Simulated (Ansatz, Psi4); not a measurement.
System: furan, C$_{4}$H$_{4}$O (charge 0, singlet). SMILES: c1ccoc1
Coordinates optimised at B3LYP-D3(BJ)/def2-TZVP (Ansatz, a first-principles code):
```xyz
9

O      0.0070    -0.0094     1.1564
C      0.0100     1.0912     0.3549
C     -0.0058    -1.0968     0.3372
C     -0.0006     0.7240    -0.9496
C     -0.0110    -0.7085    -0.9611
H      0.0199     2.0414     0.8581
H     -0.0098    -2.0550     0.8251
H     -0.0010     1.3840    -1.8002
H     -0.0209    -1.3546    -1.8223
```
Charge 0, spin multiplicity 1.

Quantity: vertical triplet-singlet gap, E(triplet) - E(singlet), in eV. Conventions: open shells spin-unrestricted; 6-31G* and kin with 6d, 5d where marked; spin-orbit terms left out; 6-311+G** with 5d; no dispersion term unless named; frozen cores in correlated levels; each state is the SCF solution reached for its charge and spin; non-relativistic. Ab initio and DFT rows: single points at B3LYP-D3(BJ) geometries (Ansatz). A UHF reference is markedly spin-contaminated in at least one set, which strains HF and MP2. The Hartree-Fock reference of c1ccoc1 is unstable towards a lower, spin-broken solution. Levels can end on unlike triplets.

```
level               program  vertical triplet-singlet gap, E(triplet) - E(singlet) (eV)
------------------  -------  ----------------------------------------------------------
HF/6-311+G**         Ansatz                                                        3.20
PBE/6-311+G**        Ansatz                                                        4.20
B3LYP/STO-3G         Ansatz                                                        5.04
B3LYP/3-21G          Ansatz                                                        4.54
B3LYP/6-31G*         Ansatz                                                        4.26
B3LYP/6-311+G**      Ansatz                                                        4.14
wB97X-D/6-31G*         Psi4                                                        4.33
MP2/6-31G*           Ansatz                                                        5.14
MP2/6-311+G**        Ansatz                                                        5.02
B3LYP/def2-TZVPD     Ansatz                                                        4.12
PBE0/def2-TZVPD      Ansatz                                                        4.06
wB97X-V/def2-TZVPD   Ansatz                                                        4.26
```

No value to compare with is used here. The 9 habitual levels span 3.20 (HF/6-311+G**) to 5.14 eV (MP2/6-31G*); B3LYP/def2-TZVPD gives 4.12.

The levels are drawn from those run, B3LYP/6-31G* more often than the rest, none by its result; runs whose electronic state is in doubt are left out.
